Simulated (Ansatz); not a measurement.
Rock-salt TiN, treated with PBE (PAW; Ansatz, a first-principles code).

Settings: plane-wave cutoff 520 eV, 16×16×16 k mesh, Fermi–Dirac smearing 0.1 eV, perturbation theory, no spin polarisation, scalar-relativistic PAW data made under PBE.

Computed at the level's own relaxed cell.

Predict the TO(Γ) frequency.


TO(Γ) frequency: 504 cm⁻¹

Computing time: around 11 core-minutes (rough).
